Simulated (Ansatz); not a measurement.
**[Gd(NH3)6]3+ (GdN₆H₁₈ (+3)): rung by rung**

An exercise on one series of results from a longer session: the logs are not shown, and one member is left open.

Program: Ansatz 0.2.0, Gaussian basis. Level of theory: as each input shows. These are calculated values, not measurements.

The runs, in order: PBE-D4/def2-TZVP, r2SCAN-D4/def2-TZVP, r2SCANh-D4/def2-TZVP, BLYP-D4/def2-TZVP, PBE-D4/def2-SVP, PBE0-D4/def2-SVP, MP2/def2-SVP, RPA/def2-SVP.

### The structure

The geometry is that of the octet, from an earlier relaxation (r2SCAN-D4/def2-SVP).

25 atoms, charge 3, spin multiplicity 8.

Atoms are counted from 1 here; the program's logs count them from 0.

Bond lengths: Gd1–N2 2.531 Å, Gd1–N6 2.530 Å, Gd1–N10 2.531 Å, Gd1–N14 2.531 Å, Gd1–N18 2.530 Å, Gd1–N22 2.530 Å, N2–H3 1.031 Å, N2–H4 1.031 Å, N2–H5 1.031 Å, N6–H7 1.031 Å, N6–H8 1.031 Å, N6–H9 1.031 Å, N10–H11 1.031 Å, N10–H12 1.031 Å, N10–H13 1.031 Å, N14–H15 1.031 Å, N14–H16 1.031 Å, N14–H17 1.031 Å and more. Angles: N2–Gd1–N6 179.3°, N2–Gd1–N10 90.1°, N2–Gd1–N14 90.6°, N2–Gd1–N18 89.3°, N2–Gd1–N22 90.2°, N6–Gd1–N10 90.5°, N6–Gd1–N14 88.7°, N6–Gd1–N18 90.6°, N6–Gd1–N22 89.9°, N10–Gd1–N14 179.2°, N10–Gd1–N18 90.0°, N10–Gd1–N22 89.6°, N14–Gd1–N18 90.1°, N14–Gd1–N22 90.3°, N18–Gd1–N22 179.3°, Gd1–N2–H3 115.4°, Gd1–N2–H4 115.6°, Gd1–N2–H5 115.7° and more.

Gd takes a core potential in the def2 sets. No spin-orbit coupling is included. The ion is computed in the gas phase, without counter-ions or solvent.

PBE0-D4/def2-TZVP was run before; its log isn't repeated, and its numbers join the tables.

Set-up of the first run:

start.molden holds the orbitals of an earlier run on this state, given as this run's starting guess.

in.yaml

```yaml
crystal:
  periodic: [false, false, false]
  atoms:
    - {symbol: Gd, position_ang: [0.001569, -0.000281, 0.001907]}
    - {symbol: N, position_ang: [-0.006698, 0.015243, 2.532808]}
    - {symbol: H, position_ang: [0.835209, 0.411891, 2.976016]}
    - {symbol: H, position_ang: [-0.086857, -0.908486, 2.983168]}
    - {symbol: H, position_ang: [-0.768934, 0.550149, 2.974606]}
    - {symbol: N, position_ang: [-0.019308, -0.011558, -2.528462]}
    - {symbol: H, position_ang: [-0.838553, -0.461363, -2.963226]}
    - {symbol: H, position_ang: [0.771521, -0.493294, -2.981080]}
    - {symbol: H, position_ang: [-0.005325, 0.916734, -2.976328]}
    - {symbol: N, position_ang: [2.532276, -0.017159, 0.005186]}
    - {symbol: H, position_ang: [2.981835, 0.909751, -0.030100]}
    - {symbol: H, position_ang: [2.978216, -0.515319, -0.779250]}
    - {symbol: H, position_ang: [2.972280, -0.452022, 0.829711]}
    - {symbol: N, position_ang: [-2.528827, 0.013113, -0.034399]}
    - {symbol: H, position_ang: [-2.959252, 0.572407, -0.785679]}
    - {symbol: H, position_ang: [-2.986925, 0.379696, 0.813018]}
    - {symbol: H, position_ang: [-2.975297, -0.908475, -0.152367]}
    - {symbol: N, position_ang: [0.020083, 2.529966, 0.015528]}
    - {symbol: H, position_ang: [0.306061, 2.964019, 0.905658]}
    - {symbol: H, position_ang: [-0.886407, 2.981679, -0.176214]}
    - {symbol: H, position_ang: [0.647207, 2.979045, -0.668233]}
    - {symbol: N, position_ang: [0.002860, -2.530312, 0.009672]}
    - {symbol: H, position_ang: [-0.208837, -2.975403, -0.895657]}
    - {symbol: H, position_ang: [-0.672785, -2.977698, 0.646733]}
    - {symbol: H, position_ang: [0.894897, -2.972311, 0.277004]}
basis:
  gaussian: {orbitals: def2-TZVP, initial_orbitals: start.molden}
total_charge: 3
magnetization: {spin_polarized: true, initial_magnetization: 7}
hamiltonian: {xc: pbe, dispersion: d4}
scf: {omitted_lower_state_checks: [starts]}
output: {forces: true, orbitals: {seedname: orbitals}}
```

Launch:

```sh
$ ansatz run in.yaml --threads 4 --pin off --events-out ev --progress --plain --max-ram 6963MiB
```

Among the steps run: PBE-D4/def2-TZVP; r2SCAN-D4/def2-TZVP; r2SCANh-D4/def2-TZVP; BLYP-D4/def2-TZVP; PBE-D4/def2-SVP; PBE0-D4/def2-SVP; MP2/def2-SVP; RPA/def2-SVP.

One table of the session follows, with a row left open; its other results are not shown here.

It belongs to the step «Levels side by side». 

```
               level  HOMO (eV)  LUMO (eV)  gap (eV)
     PBE-D4/def2-SVP     -19.58     -16.21      3.37
    PBE-D4/def2-TZVP     -19.65     -16.35      3.30
   BLYP-D4/def2-TZVP     -19.54     -16.25      3.29
 r2SCAN-D4/def2-TZVP     -20.03     -14.40      5.63
r2SCANh-D4/def2-TZVP          ?          ?         ?
    PBE0-D4/def2-SVP     -21.23     -12.85      8.38
   PBE0-D4/def2-TZVP     -21.25     -12.95      8.30
```

**Question.** Estimate the row for r2SCANh-D4/def2-TZVP.

The run gave: HOMO (eV): -20.62; LUMO (eV): -13.44; gap (eV): 7.18. In the column «HOMO (eV)» it lies between PBE0-D4/def2-SVP (-21.23) and r2SCAN-D4/def2-TZVP (-20.03).
